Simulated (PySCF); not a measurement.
How far each method lies from full CI for PH⁺, doublet

Geometry: that of the PH, triplet, kept fixed.

| atom | x (Å) | y (Å) | z (Å) |
| --- | --- | --- | --- |
| P | 0.0000 | 0.0000 | 0.0000 |
| H | 0.0000 | 0.0000 | 1.4282 |

Basis aug-cc-pVDZ; PySCF 2.14.0. Only valence electrons are correlated (noble-gas cores frozen), which leaves 5 electrons in 31 orbitals. Prefix R: restricted or restricted open-shell reference; prefix U: unrestricted.

Full CI is exact within this basis and frozen core; it isn't the basis-set limit. The frozen core follows each run's orbitals, which can shift R against U totals by a few meV.

The UHF ⟨S²⟩ is 0.764. The T1 diagnostic (ROHF- or RHF-based CCSD) is 0.0207 and the largest doubles amplitude (ROHF- or RHF-based CCSD) is 0.073. The T1 diagnostic (UCCSD) is 0.0147.

```json
{"level": "RHF", "E − E(full CI) (kJ/mol)": "278.6", "share of correlation (%)": "0.00", "wall time": "–"}
{"level": "UHF", "E − E(full CI) (kJ/mol)": "265.7", "share of correlation (%)": "4.65", "wall time": "–"}
{"level": "RMP2", "E − E(full CI) (kJ/mol)": "74.3", "share of correlation (%)": "73.33", "wall time": "–"}
{"level": "UMP2", "E − E(full CI) (kJ/mol)": "75.2", "share of correlation (%)": "73.02", "wall time": "–"}
{"level": "RCCSD", "E − E(full CI) (kJ/mol)": "7.0", "share of correlation (%)": "97.48", "wall time": "–"}
{"level": "UCCSD", "E − E(full CI) (kJ/mol)": "6.7", "share of correlation (%)": "97.61", "wall time": "–"}
{"level": "RCCSD(T)", "E − E(full CI) (kJ/mol)": "1.7", "share of correlation (%)": "99.38", "wall time": "0.67 s"}
{"level": "UCCSD(T)", "E − E(full CI) (kJ/mol)": "1.6", "share of correlation (%)": "99.41", "wall time": "0.6 s"}
{"level": "RCCSDT", "E − E(full CI) (kJ/mol)": "0.2", "share of correlation (%)": "99.93", "wall time": "5.9 s"}
{"level": "UCCSDT", "E − E(full CI) (kJ/mol)": "0.1", "share of correlation (%)": "99.95", "wall time": "6.2 s"}
```

The correlation energy at full CI, counted from RHF, is -2.888 eV. Full CI, over all symmetries tried, took 58 s on 1 thread of AMD EPYC 7B13, shared host; the state has 522,431 determinants.

Times are those of the correlated step on a shared host, with one SCF added for the restricted CCSD run; they ran on 1 thread of AMD EPYC 7B13.

The full-CI state has the irrep B2 of C2v, in the program's axes (one component, if the state is degenerate).

Natural occupations of full CI about the gap: 1.954 1.910 0.987 0.054 0.035 0.013 0.010 0.009 0.009 0.005; effectively unpaired electrons, Σ n²(2−n)², 1.05.
